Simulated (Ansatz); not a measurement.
SiCl2, relaxed as a singlet with RKS r2SCAN-D4/def2-TZVP in Ansatz, starting from the GFN2-xTB geometry. Force threshold 0.02 eV/Å.

Start:

Cartesian coordinates in Å:
```
Si 0.1058 -0.3866 -0.7715
Cl 1.0182 -0.7852 1.0227
Cl -1.1239 1.1718 -0.2512
```

**Question.** Estimate the energy that the relaxation releases and the steps that it takes.

**Answer.** 0.02 eV, in 3 steps; 2.6 s on 4 threads of Arm Neoverse V1 on a shared host. No frequencies were taken in this run, so the end may be a saddle point.

**Question.** Does the start keep its bonding and symmetry?

**Answer.** By distances, no bond broke or formed. The bond that changes most is Si1–Cl2, from 2.05 to 2.08 Å (atoms count from 1). Point group C2v at the start, C2v at the end, both within 0.05 Å.

**Question.** Predict the relaxed structure.

**Answer.** 
Cartesian coordinates in Å:
```
Si 0.107 -0.391 -0.780
Cl 1.037 -0.801 1.039
Cl -1.144 1.192 -0.258
```
Bond lengths: 2 × Cl–Si 2.08 Å.
